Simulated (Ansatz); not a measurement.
in.yaml

```yaml
crystal:
  periodic: [false, false, false]
  atoms:
    - {symbol: Ge, position_ang: [0.000000, 0.000000, 0.000000]}
    - {symbol: Al, position_ang: [0.000000, 0.000000, 3.420000]}
basis:
  gaussian: {orbitals: cc-pVDZ}
magnetization: {spin_polarized: true, initial_magnetization: 3}
correlation: {method: ccsdt, electrons: outside_noble_gas}
```

```sh
$ ansatz run in.yaml --threads 1 --pin off --events-out ev --progress --plain --max-ram 2393MiB
```

Log:

```
847 factors; integrals over basis functions are off by at most 1.7e-7 eV
mean field evaluation 1: about -63052.9748 eV, gradient 6.9e0 eV
mean field evaluation 2: about -63052.9865 eV, gradient 6.9e0 eV
mean field evaluation 4: about -63053.8629 eV, gradient 1.2e0 eV
mean field evaluation 8: about -63053.9925 eV, gradient 2.4e-1 eV
mean field evaluation 16: about -63052.9748 eV, gradient 6.9e0 eV
mean field evaluation 32: about -63053.9988 eV, gradient 1.2e-3 eV
mean field evaluation 64: about -63053.5610 eV, gradient 1.4e-1 eV
mean field evaluation 96: about -63053.9988 eV, gradient 2.2e-6 eV
mean field evaluation 128: about -63053.9974 eV, gradient 1.0e-1 eV
mean field evaluation 160: about -63053.5619 eV, gradient 1.4e-1 eV
...
cycle  13  -3.27774136 eV  change   -3.4e-5 eV  update   1.1e-4
cycle  14  -3.27773097 eV  change    1.0e-5 eV  update   5.6e-5
cycle  15  -3.27772751 eV  change    3.5e-6 eV  update   3.6e-5
cycle  16  -3.27771379 eV  change    1.4e-5 eV  update   2.3e-5
cycle  17  -3.27772375 eV  change   -1.0e-5 eV  update   7.3e-6
cycle  18  -3.27772587 eV  change   -2.1e-6 eV  update   4.3e-6
cycle  19  -3.27772528 eV  change    5.9e-7 eV  update   2.2e-6
cycle  20  -3.27772467 eV  change    6.1e-7 eV  update   1.0e-6
cycle  21  -3.27772441 eV  change    2.5e-7 eV  update   9.0e-7
cycle  22  -3.27772457 eV  change   -1.6e-7 eV  update   2.4e-7
Total energy: -63057.27651593 eV, -2317.3121702033 hartree
```

Ran on 1 thread of Arm Neoverse V1, shared host: 27 s wall, 0.14 GiB peak host memory.
